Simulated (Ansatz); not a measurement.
```xyz
3

Cl    0.0188   -0.8173    0.0000
H    -0.4705    0.5695    0.0000
O     0.0188    1.6656    0.0000
```

Basis set: pcseg-2 (spherical functions). Charge 0, multiplicity 3.

Computed with Ansatz (development build ahead of 0.2.0); each method stands on the lowest determinant of its kind that the runs found. Restricted functionals stand beside restricted open-shell atoms, which can lie above the unrestricted atoms usual in DFT and then raise those values.

The atomization energy at this shape (free ground-state atoms in the same class of orbitals less the molecule, no zero-point energy) of triplet HClO:

```csv
method,atomization energy
r²SCAN (unrestricted),4.75 eV
r²SCAN (restricted open-shell),4.80 eV
```

What does ωB97X (unrestricted) give?

4.24 eV. Caution: other spin multiplicities may lie lower.

The shape needn't be a minimum at these levels.
